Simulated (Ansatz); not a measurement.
Rock-salt MgO was calculated with G0W0@HSE06 (Ansatz, a quantum-chemistry and plane-wave program, hard PAW, contour deformation).

The same calculation (at the measured cell, 9.307 Å³/atom) with different numerical settings; throughout: response cutoff 100 eV, empty bands 78:

| run | k mesh | quasiparticle gap on the mesh (eV) | quasiparticle gap at Γ (eV) | rough time |
|---|---|---|---|---|
| 1 | 6×6×6 | 7.899 | 7.899 | 2 core-min |
| 2 | 8×8×8 | 7.885 | 7.885 | 8 core-min |
| 3 | 10×10×10 | 7.881 | 7.881 | 30 core-min |
| 4 | 12×12×12 | 7.879 | 7.879 | 90 core-min |

In the column quasiparticle gap on the mesh (eV) the first row differs from the last by +0.020 and the next to last by +0.002.

The last row is no converged limit: other settings stay fixed.

Note: GW on a hybrid start was not checked against another program.
